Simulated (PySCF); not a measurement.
Stepwise substitution at one centre (Si Cl-H). Gas-phase values, no solvent. Strings in code marks are SMILES.

Quantity: redistribution energy (mixed species minus the weighted end members), in kcal/mol.

A: 2 of 4 Cl replaced by H: `Cl[SiH2]Cl`
B: 1 of 4 Cl replaced by H: `Cl[SiH](Cl)Cl`
C: 3 of 4 Cl replaced by H: `[SiH3]Cl`

### Question
Put the candidates in order of redistribution energy (mixed species minus the weighted end members), lowest first, for CAM-B3LYP-D3(BJ)/def2-TZVP (PySCF).

### Answer
B (-1.19 kcal/mol), A (-0.43 kcal/mol), C (0.56 kcal/mol)
